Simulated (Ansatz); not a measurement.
# AlB2 (doublet): the correlation ladder, def2-TZVPP

One table from this session's results is given with a row withheld; the runs are named, their logs left out.

The runs use Ansatz 0.2.0, Gaussian basis; def2-TZVPP, core rule «outside noble gas», up to 7 orbitals frozen.

To be run: UHF; ROHF; CCSD(T) on UHF.

### The system

The geometry is a PBE0/def2-TZVP stationary point (not a proven minimum) of the parent state, kept for this charge and spin.

3 atoms, charge 0, spin multiplicity 2.

Atoms are counted from 1 here; the program's logs count them from 0.

Bond lengths: B1–Al2 1.991 Å, Al2–B3 2.196 Å. Angles: B1–Al2–B3 167.6°.

The first run:

Input file in.yaml:

```yaml
crystal:
  periodic: [false, false, false]
  atoms:
    - {symbol: B, position_ang: [0.000000, -0.081258, -2.046822]}
    - {symbol: Al, position_ang: [0.000000, 0.149822, -0.069340]}
    - {symbol: B, position_ang: [0.000000, -0.068564, 2.116162]}
basis:
  gaussian: {orbitals: def2-TZVPP}
magnetization: {spin_polarized: true, initial_magnetization: 1}
hamiltonian: {xc: hf}
output: {orbitals: {seedname: orbitals}}
```

The run is started by

```bash
$ ansatz run in.yaml --threads 1 --pin off --events-out ev --progress --plain --max-ram 4096MiB --backend cpu
```

Among the steps run: UHF; ROHF; CCSD(T) on UHF.

One of the session's tables, all rows but one given; the rest of the session is left out.

```
  method  from UCCSD(T) (meV)
    ROHF              +7442.1
     UHF              +5355.7
    UMP2              +1430.9
   UCCSD                    ?
UCCSD(T)                    0
```

Estimate the missing values for UCCSD.

The run gave: from UCCSD(T) (meV): +345.5. In the column «from UCCSD(T) (meV)» it lies between UCCSD(T) (0) and UMP2 (+1430.9).

Caveats from the session: The determinant is far from a pure spin state, so its energy mixes those of several spin states (harmless only where they are near-degenerate, as at dissociation).
